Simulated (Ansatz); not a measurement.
Geometry optimisation, RHF/def2-SVP (Ansatz 0.2.0).

Input:

```yaml
crystal:
  periodic: [false, false, false]
  atoms:
    - { symbol: B, position_ang: [0.0, 0.0, 0.0] }
    - { symbol: H, position_ang: [0.0, 0.0, 1.54] }
    - { symbol: H, position_ang: [1.0305, 0.0, -0.595] }
    - { symbol: C, position_ang: [-1.3856, 0.0, -0.8] }
    - { symbol: H, position_ang: [-1.9458, -0.9305, -0.5708] }
    - { symbol: H, position_ang: [-1.9898, 0.8797, -0.4946] }
    - { symbol: H, position_ang: [-1.1839, 0.0508, -1.8903] }
    - { symbol: Cl, position_ang: [0.0903, -2.0478, 0.6811] }
    - { symbol: H, position_ang: [0.0386, -0.8759, 1.6586] }
basis:
  gaussian: { orbitals: def2-SVP }
hamiltonian:
  xc: hf
relax:
  f_tol: 0.15
  max_steps: 25
  restrain:
    - { distance: [0, 7], at: 3.06, k: 30.0 }
    - { distance: [8, 1], at: 1.86, k: 30.0 }
    - { distance: [0, 1], at: 1.19, k: 30.0 }
    - { distance: [8, 7], at: 1.37, k: 30.0 }
```

Command:

```bash
$ ansatz run input.yaml --threads 1 --pin off --max-ram 2048MiB --backend cpu --events-out ev --progress --plain --runs-dir out
```

**Question.** Where does it end, and by what steps?

**Answer.** The run converged. The restraints hold the end off the free minimum; the threshold counts their pulls, which the force column leaves out. Restrained pairs: B1–Cl8 (2.16 → 3.07 Å), H2–H9 (0.88 → 1.87 Å), B1–H2 (1.54 → 1.20 Å), Cl8–H9 (1.53 → 1.32 Å). After 7 steps the energy has fallen by 2.673 eV (the restraints' own energy left out); Cl8 moved furthest, 0.76 Å.

| step | energy less start (eV) | largest force component (eV/Å) | accepted |
| --- | --- | --- | --- |
| 0 | 0.0000 | 3.575 | yes |
| 1 | -0.9432 | 2.565 | yes |
| 2 | -1.8418 | 2.474 | yes |
| 3 | -2.3495 | 1.972 | yes |
| 4 | -2.4901 | 1.557 | yes |
| 5 | -2.6047 | 1.771 | yes |
| 6 | -2.6639 | 1.530 | yes |
| 7 | -2.6733 | 1.479 | yes |

```xyz
9
Properties=species:S:1:pos:R:3
B -0.100 0.192 0.009
H -0.180 0.249 1.202
H 0.992 0.287 -0.480
C -1.410 0.110 -0.854
H -2.117 -0.620 -0.457
H -1.903 1.088 -0.777
H -1.243 -0.095 -1.911
Cl 0.355 -2.644 1.080
H 0.261 -1.490 1.718
```

Time of the run: 9.7 s on 1 thread of Arm Neoverse V1 (shared host), peak memory 0.13 GiB.
